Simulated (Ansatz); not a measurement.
Compare A (`C/C=N/O`) with its isomer B (`CC(=N)O`).

Isolated molecules relaxed with PBE0-D4/def2-TZVP in Ansatz; ΔE leaves out vibrations. CCSD(T)/CBS is the MP2 limit (def2-TZVPP, def2-QZVPP) plus CCSD(T) − MP2 in def2-TZVPP, frozen cores. DFT in def2-TZVPP. B3LYP here is the variant with VWN-RPA as its local correlation; programs differ in this. Each species was taken in one conformer, which may not be the lowest.

A:

Z-matrix (Å, degrees):
```
C
C 1 1.484
H 1 1.094 2 110.7
H 1 1.090 2 110.4 3 120.8
H 1 1.094 2 110.7 3 -118.4
N 2 1.265 1 120.1 3 -120.8
H 2 1.092 1 119.8 3 59.2
O 6 1.385 2 111.8 1 180.0
H 8 0.961 6 102.9 2 180.0
```

B:

```xyz
9

C     0.449   -0.848    0.408
C    -0.146    0.374   -0.211
N    -1.261    0.922    0.017
O     0.680    0.911   -1.128
H     0.655   -1.591   -0.366
H     1.402   -0.598    0.879
H    -0.220   -1.277    1.151
H    -1.782    0.418    0.726
H     0.222    1.689   -1.475
```

Q: Which is lower in electronic energy at CCSD(T)/CBS, and by how much? (Estimate.)

A: Computed: B, by 173.3 kJ/mol.

Q: Give E(B) − E(A) in kJ/mol with CCSD(T)/def2-SVP, B3LYP-D4, LDA (SPW92), HF/def2-TZVPP, PBE0-D4, ωB97M-V, CCSD(T)/def2-TZVPP. (Best estimate.)

A: Ansatz gave: CCSD(T)/def2-SVP -168.7, B3LYP-D4 -168.8, LDA (SPW92) -172.2, HF/def2-TZVPP -191.5, PBE0-D4 -173.1, ωB97M-V -174.9, CCSD(T)/def2-TZVPP -172.2. None reverses the order clearly.

Q: Does the order hold for the free energy at 298.15 K (harmonic terms from PBE0-D4)? (Best estimate.)

A: The calculation gave: Yes: G(B) − G(A) = -169.7 kJ/mol, for one conformer each.

Largest T1 diagnostic: 0.013.

From PBE to PBE0 (25 % exact exchange), in def2-TZVPP and without D4, E(B) − E(A) moves by −11.6 kJ/mol. At CCSD(T), def2-SVP lies +4.6 kJ/mol from the extrapolated value and def2-TZVPP +1.1 kJ/mol.
